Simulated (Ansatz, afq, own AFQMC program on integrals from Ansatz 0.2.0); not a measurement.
LiPH2, triplet: a scan with AFQMC

```csv
atom,x (Å),y (Å),z (Å)
P,0.0000,0.0273,0.4890
Li,0.0000,-0.0011,-2.5774
H,0.0000,0.5043,1.8369
H,0.0000,-1.3360,0.8868
```

All coordinates are scaled about the centre. Energies in kcal/mol count from this geometry (1.000) at the same level; the start stands on UHF, each point on the determinant named.

Basis cc-pVDZ. Only valence electrons are correlated. Integrals, coupled cluster, full CI and functionals: Ansatz 0.2.0; the random walks run on the same integrals in our own AFQMC program. ph-AFQMC/CISD is guided by a CISD state made of CCSD amplitudes; releasing the constraint for a short imaginary time cuts its bias at the price of noise, slowly where states lie close. Error bars are statistical, one sigma.

Cautions, each for one point or more: CCSDT(Q) on the ROHF determinant differs, by its state or its frozen core; CCSDT(Q) on the ROHF determinant differs, perhaps since the unrestricted series falls towards higher spin; a spin-contaminated unrestricted determinant lies lower; cluster runs in doubt by the program's own checks; higher spins were not checked; lower spins were not checked; strong correlation; unrestricted determinant slightly spin contaminated; unrestricted determinant spin contaminated; walk and cluster series may follow different spin states.

```json
{"scale of all distances": "0.883", "det.": "UHF", "T1": "0.016", "weight": "0.92", "⟨S²⟩": "2.01", "B3LYP": "20.8", "wB97M-V": "20.3", "CCSD(T)": "20.5"}
{"scale of all distances": "1.121", "det.": "UHF", "T1": "0.017", "weight": "0.91", "⟨S²⟩": "2.02", "B3LYP": "8.7", "wB97M-V": "9.8", "CCSD(T)": "9.5"}
{"scale of all distances": "1.279", "det.": "UHF", "T1": "0.027", "weight": "0.88", "⟨S²⟩": "2.06", "B3LYP": "37.6", "wB97M-V": "41.2", "CCSD(T)": "38.7"}
{"scale of all distances": "1.504", "det.": "ROHF", "T1": "0.039", "weight": "0.81", "⟨S²⟩": "pure", "B3LYP": "85.6", "wB97M-V": "93.3", "CCSD(T)": "82.7"}
{"scale of all distances": "1.738", "det.": "UHF¶", "T1": "0.062", "weight": "0.79", "⟨S²⟩": "3.66", "B3LYP": "123.6§", "wB97M-V": "131.1§", "CCSD(T)": "117.8"}
{"scale of all distances": "1.992", "det.": "UHF¶", "T1": "0.022", "weight": "0.91", "⟨S²⟩": "3.87", "B3LYP": "142.2§", "wB97M-V": "147.2§", "CCSD(T)": "132.3"}
{"scale of all distances": "2.403", "det.": "UHF¶", "T1": "0.005", "weight": "0.94", "⟨S²⟩": "3.97", "B3LYP": "151.8§", "wB97M-V": "154.4§", "CCSD(T)": "137.1"}
```

**Question.** Estimate the curve of CCSDT(Q), counted from the same start.

**Answer.** 
```tsv
scale of all distances	det.	T1	weight	⟨S²⟩	CCSDT(Q)	ph-AFQMC/CISD	released AFQMC
0.883	UHF	0.016	0.92	2.01	20.5	20.7 ± 0.2	20.5 ± 0.2
1.121	UHF	0.017	0.91	2.02	9.4	9.5 ± 0.2	9.4 ± 0.2*
1.279	UHF	0.027	0.88	2.06	38.4	38.2 ± 0.3	38.4 ± 0.3*
1.504	ROHF	0.039	0.81	pure	81.8	83.1 ± 0.4	82.8 ± 0.5*
1.738	UHF¶	0.062	0.79	3.66	114.1	113.7 ± 0.4	113.3 ± 0.4*
1.992	UHF¶	0.022	0.91	3.87	130.1	129.4 ± 0.2	–
2.403	UHF¶	0.005	0.94	3.97	136.9	136.6 ± 0.2	136.6 ± 0.2*
```

Weight is that of the determinant in the CISD state; at the start T1 is 0.017 and the weight 0.92, and ⟨S²⟩ is 2.01. ¶ marks points with a poor determinant and no full CI, where no value is sure; they don't count among the departures. An asterisk marks released energies that aren't shown to be converged. A dash marks a missing value, a released energy that hasn't settled or a functional that sits on another state. § marks a functional whose ⟨S²⟩ is too high by over 0.1. Largest departures from CCSDT(Q), at the points where its series has closed: CCSD(T) 0.8 kcal/mol at 1.504 (on ROHF), ph-AFQMC/CISD 1.3 kcal/mol at 1.504 (on ROHF), B3LYP 3.8 kcal/mol at 1.504, wB97M-V 11.5 kcal/mol at 1.504. Functionals count only at points shown to share the start's state and spin. In this small basis the wave-function levels are far from their limit, so their gap to the functionals isn't the functionals' error.

A walk keeps the symmetry of its determinant, which the program's search chose and which needn't be the lowest solution, so a lower state of the same spin and another symmetry isn't excluded.
